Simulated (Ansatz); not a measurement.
## Ansatz (development build ahead of 0.2.0) run

```yaml
crystal:
  periodic: [false, false, false]
  atoms:
    - { symbol: "N", position_ang: [0.0, 0.0, 0.0] }
    - { symbol: O, position_ang: [0.0, 0.0, 2.332] }
basis:
  gaussian: { orbitals: "6-31G" }
total_charge: 1
magnetization:
  spin_polarized: true
hamiltonian:
  xc: pbe0
scf:
  omitted_lower_state_checks: [starts, atomic_configurations, cluster_reference, orbital_swaps, given_window_search, neighbouring_geometries, increment]
output:
  forces: true
```

The input is written out in the form of the current development build from the run's settings.

The run gave:

```
Converged                       : yes
Total energy                    : -129.07442 hartree
Spin squared of the determinant : 2.432
Stability test                  : minimum
```

Forces (eV/Å):
| atom | Fx | Fy | Fz |
| --- | --- | --- | --- |
| N1 | 0.000 | 0.000 | 1.133 |
| O2 | 0.000 | 0.000 | -1.133 |

Caution: the unrestricted determinant is a mixture of spin states.
